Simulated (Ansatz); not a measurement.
We consider antifluorite Mg2Ge, described by RPBE (PAW; Ansatz, a program for electronic structure).

Numerical settings: plane-wave cutoff 520 eV, 20×20×20 k mesh, scalar-relativistic PAW data made under PBE.

Cell (relaxed at this level):

Mg2Ge is taken in the cubic space group Fm-3m (No. 225), the anti-fluorite structure, Pearson symbol cF12. Lattice parameters: a = b = c = 6.4847 Å, α = β = γ = 90.00°. Mg on 8c sees 4 Ge at 2.808 Å (tetrahedral). Ge on 4a is coordinated by 8 Mg at 2.808 Å (cubic). (Neighbours: up to the widest gap in distance over summed covalent radii, below 1.35, at either atom; cation-cation and far metal-metal contacts left out.)
(The calculation used a cell of 3 atoms; values per cell refer to that cell.)

Give the computed Voigt–Reuss–Hill shear modulus (Hill average), elastic constant C11, Poisson ratio, elastic constant C12 and elastic constant C44.


* **Voigt–Reuss–Hill shear modulus (Hill average)**: 40.5 GPa
* **elastic constant C11**: 103 GPa
* **Poisson ratio**: 0.164
* **elastic constant C12**: 18.7 GPa
* **elastic constant C44**: 39.5 GPa

Elastic constants are with the ions relaxed.

Computed values are for the static lattice.
